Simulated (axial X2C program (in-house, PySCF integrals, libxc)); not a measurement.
# Testing model relations on MgO⁻

A bond curve at the PBE0 level, two-component, was computed with an in-house relativistic program for diatomic molecules (basis Mg dyall-av3z [10s9p6d4f], O dyall-av3z [7s6p3d2f] (cores contracted in-house)) for the state Ω = 1/2 (⟨Sz⟩ = 0.50, ⟨Lz⟩ = 0.00 at PBE0). Its fit gives Re = 1.7839 Å, ωe = 718.0 cm⁻¹, ωexe = 8.4 cm⁻¹ and αe = 6.892e-03 cm⁻¹; the masses are 23.9850 and 15.9949 u. Two-component means X2C with spin–orbit coupling and atomic mean-field Coulomb and Gaunt terms.

(1) Find the reduced mass, Be and the force constant.

(2) Where do the fundamental and the first overtone lie?

(3) Estimate De from a Morse curve and compare with the computed well depth of 2.657 eV to Mg + O-.

(4) A Morse curve ties αe to the other constants (Pekeris). How well does that hold?

(5) Estimate the centrifugal constant by the Kratzer relation.

Occupations by symmetry block were frozen at the best pattern of an incomplete PBE0 search. De is counted from the lowest determinant-based energies of the atoms at the same level, without counterpoise correction. Density functionals use the spin component along the axis (collinear). A 2c atom that is not at its ground J level misses part of its spin–orbit lowering, and De is too large by that part (0.04 eV or less for light atoms). This holds for PBE0. Without a current term, density functionals place determinants with orbital angular momentum somewhat too high.

## Answers

(1) From the PBE0 values: μ = 9.5958 u. Be = 16.8576/(μ Re²) = 0.552 cm⁻¹. k = 5.8918×10⁻⁷ μ ωe² = 2.91 mdyn/Å.

(2) ν(1←0) = ωe − 2ωexe = 701.2 cm⁻¹; ν(2←0) = 2ωe − 6ωexe = 1385.6 cm⁻¹.

(3) De(Morse) = ωe²/(4ωexe) = 1.902 eV against 2.657 eV computed, a ratio of 0.72. The extrapolation falls short: long-range attraction (ionic or ion–induced dipole) or a change of character along the curve can cause this.

(4) αe(Morse) = 6Be²/ωe × (√(ωexe/Be) − 1) = 7.387e-03 cm⁻¹; the PBE0 curve gives 6.892e-03 cm⁻¹, a ratio of 1.07.

(5) D = 4Be³/ωe² = 1.31e-06 cm⁻¹.
